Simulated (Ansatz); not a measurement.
We consider antiferromagnetic (type II) rock-salt MnS, described by PBEsol (plane waves, PAW; Ansatz, a first-principles code).

Run with plane-wave cutoff 520 eV, 10×10×10 k mesh, Fermi–Dirac smearing 0.01 eV, spin-polarised with opposed moments, scalar-relativistic PAW data made under PBE.

Cell (measured lattice):

```xyz
4
Lattice="5.2236 2.6118 2.6118 2.6118 5.2236 2.6118 2.6118 2.6118 5.2236" Properties=species:S:1:pos:R:3 pbc="T T T"
Mn     0.0000     0.0000     0.0000
Mn     5.2236     5.2236     5.2236
S      2.6118     2.6118     2.6118
S      7.8354     7.8354     7.8354
```
Starting moments (μB, in the order of the record's atoms Mn Mn S S): 5.0 -5.0 0.0 0.0.

### Question
What does this level give for the band gap, smallest direct gap on the k points sampled, direct gap at Γ and magnetic moment (largest site, within a sphere)?

### Answer

band gap: 0.80 eV (indirect)
smallest direct gap on the k points sampled: 1.20 eV
direct gap at Γ: 2.45 eV
magnetic moment (largest site, within a sphere): 4.15 μB

Note: cell and atoms aren't relaxed at this level (pressure -7.7 GPa).

Moments are spin moments.
